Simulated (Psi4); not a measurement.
# SiH2SO (SMILES O[Si]S): SCAN/aug-cc-pVDZ (sweep point 5)

What is the vertical electron affinity of SiH2SO at SCAN/aug-cc-pVDZ (sweep point 5)? Input form: a Python script.

Program for the calculation: Psi4 1.11.

4 further runs of the same task are left out: 4 set aside as unsound or not needed.

## (1) The structure to begin with

The species is SiH2SO (5 atoms), meant as a singlet with charge 0. As SMILES, `O[Si]S`. Geometry: relaxed at PBE0-D4/def2-TZVP. This is one conformer, not always the lowest.

Bond lengths: O1–Si2 1.646 Å, Si2–S3 2.176 Å, O1–H4 0.960 Å, S3–H5 1.346 Å. Angles: O1–Si2–S3 104.3°, Si2–O1–H4 123.1°, Si2–S3–H5 99.8°.

## (2) The energy at SCAN/aug-cc-pVDZ (sweep point 5)

job.py reads:

```python
import psi4

psi4.set_memory(1600000000)
psi4.set_num_threads(1)
psi4.set_output_file('output.dat', False)

mol = psi4.geometry("""
0 1
O     -1.194700    -0.658900    -0.325800
Si    -0.956800     0.951300    -0.079500
S      1.167700     1.118600     0.360300
H     -0.489400    -1.308100    -0.267200
H      1.523000    -0.176500     0.270700
units angstrom
symmetry c1
""")

psi4.set_options({
    'basis': 'aug-cc-pVDZ',
    'puream': True,
    'scf_type': 'pk',
    'dft_radial_points': 75,
    'dft_spherical_points': 302,
})

energy_value = psi4.energy("scan")
print('E =', round(energy_value, 9))
```

On the command line:

```bash
python job.py
```

output.dat:

```text
[...]
  Running in c1 symmetry.
[...]
  Nuclear repulsion =  133.931581772827599
[...]
  Multiplicity = 1
[...]
  Nalpha       = 20
  Nbeta        = 20
[...]
    Number of basis functions: 95
[...]
   @RKS iter   1:  -763.92260853923085   -1.64519e-01   8.18471e-03 ADIIS/DIIS
[...]
   @RKS iter  10:  -764.18025409479969   -1.23274e-08   2.93925e-07 DIIS
[...]
    Orbital Energies [Eh]
    ---------------------
    Doubly Occupied:
       1A    -88.543692     2A    -65.896873     3A    -19.013860
       4A     -7.880514     5A     -5.825864     6A     -5.820012
       7A     -5.818065     8A     -5.258967     9A     -3.601788
      10A     -3.600326    11A     -3.594990    12A     -1.002993
      13A     -0.706008    14A     -0.547114    15A     -0.432471
      16A     -0.386499    17A     -0.347901    18A     -0.309843
      19A     -0.262234    20A     -0.232367
[...]
  @RKS Final Energy:  -764.18025409479969
   => Energetics <=
    Nuclear Repulsion Energy =            133.9315817728275988
    One-Electron Energy =               -1322.4254694435596775
    Two-Electron Energy =                 480.2535104160634205
    DFT Exchange-Correlation Energy =     -55.9398768401310917
    Empirical Dispersion Energy =           0.0000000000000000
    VV10 Nonlocal Energy =                  0.0000000000000000
    Total Energy =                       -764.1802540947996931
[...]
 Multipole Moments:
 ------------------------------------------------------------------------------------
     Multipole            Electronic (a.u.)      Nuclear  (a.u.)        Total (a.u.)
 ------------------------------------------------------------------------------------
 L = 1.  Multiply by 2.5417464519 to convert [e a0] to [Debye]
 Dipole X            :         -0.8145216            1.1587060            0.3441845
 Dipole Y            :          1.8769849           -2.5896572           -0.7126722
 Dipole Z            :          0.0713453           -0.0915995           -0.0202542
 Magnitude           :                                                    0.7916912
[...]
```

On the terminal:

```text
E = -764.180254095
```

Wall time 9.3 s (1 thread of AMD EPYC 9R45 (Zen 5), shared host); peak memory 0.82 GiB.

## (3) The doublet anion

job.py reads:

```python
import psi4

psi4.set_memory(1600000000)
psi4.set_num_threads(1)
psi4.set_output_file('h2ossi.out', False)

molecule = psi4.geometry("""
-1 2
O     -1.194700    -0.658900    -0.325800
Si    -0.956800     0.951300    -0.079500
S      1.167700     1.118600     0.360300
H     -0.489400    -1.308100    -0.267200
H      1.523000    -0.176500     0.270700
symmetry c1
""")

psi4.set_options(dict(reference='uks', puream=True, scf_type='pk', dft_radial_points=75, dft_spherical_points=302, maxiter=150))

e, wfn = psi4.energy('scan/aug-cc-pVDZ', molecule=molecule, return_wfn=True)
print(f'scan/aug-cc-pVDZ energy: {e:.10f} Eh')
```

On the command line:

```bash
python job.py
```

h2ossi.out:

```text
[...]
  Running in c1 symmetry.
[...]
  Nuclear repulsion =  133.931581772827599
[...]
  Multiplicity = 2
[...]
  Nalpha       = 21
  Nbeta        = 20
[...]
    Number of basis functions: 95
[...]
   @UKS iter   1:  -763.81565747974037   -5.75676e-02   8.99919e-03 DIIS/ADIIS
[...]
   @UKS iter  11:  -764.18504388107715   -4.47989e-08   7.46418e-07 DIIS
[...]
   @S^2 Observed:                7.607052550E-01
[...]
    Orbital Energies [Eh]
    ---------------------
    Alpha Occupied:
       1A    -88.352144     2A    -65.663091     3A    -18.810117
       4A     -7.688716     5A     -5.635370     6A     -5.628898
       7A     -5.625353     8A     -5.028995     9A     -3.371154
      10A     -3.369031    11A     -3.366485    12A     -0.806262
      13A     -0.518161    14A     -0.350010    15A     -0.242297
      16A     -0.198858    17A     -0.153812    18A     -0.121707
      19A     -0.077589    20A     -0.035276    21A      0.078368
    Alpha Virtual:
      22A      0.103805    23A      0.123981    24A      0.139954
      25A      0.146377    26A      0.152077    27A      0.161474
[...]
  @UKS Final Energy:  -764.18504388107715
   => Energetics <=
    Nuclear Repulsion Energy =            133.9315817728275988
    One-Electron Energy =               -1330.5291244549848670
    Two-Electron Energy =                 488.5685529239387392
    DFT Exchange-Correlation Energy =     -56.1560541228585990
    Empirical Dispersion Energy =           0.0000000000000000
    VV10 Nonlocal Energy =                  0.0000000000000000
    Total Energy =                       -764.1850438810771493
[...]
 Multipole Moments:
 ------------------------------------------------------------------------------------
     Multipole            Electronic (a.u.)      Nuclear  (a.u.)        Total (a.u.)
 ------------------------------------------------------------------------------------
 L = 1.  Multiply by 2.5417464519 to convert [e a0] to [Debye]
 Dipole X            :          0.2355427            1.1587060            1.3942487
 Dipole Y            :          1.2515329           -2.5896572           -1.3381243
 Dipole Z            :          0.2009714           -0.0915995            0.1093720
 Magnitude           :                                                    1.9355796
[...]
```

The script printed:

```text
scan/aug-cc-pVDZ energy: -764.1850438811 Eh
```

Wall time 15 s (1 thread of AMD EPYC 9R45 (Zen 5), shared host); peak memory 0.82 GiB.

## (4) What came out

Level: SCAN/aug-cc-pVDZ (sweep point 5).

```
                                         quantity          value
                     singlet SiH2SO: total energy  -764.18025 Eh
                    singlet SiH2SO: dipole moment         2.01 D
                      singlet SiH2SO: HOMO energy       -6.32 eV
                      singlet SiH2SO: LUMO energy       -2.53 eV
                    singlet SiH2SO: HOMO–LUMO gap        3.79 eV
                      doublet anion: total energy  -764.18504 Eh
doublet anion: HOMO energy (highest over α and β)        2.13 eV
 doublet anion: LUMO energy (lowest over α and β)        2.82 eV
                              doublet anion: ⟨S²⟩          0.761
vertical electron affinity (to the doublet anion)       0.130 eV
```

In words: At fixed nuclei the extra electron is bound by 0.13 eV (3.0 kcal/mol). The HOMO (doublet anion) lies at positive energy, 2.13 eV, as semi-local functionals often give for anions; only total energies tell whether the electron is bound.
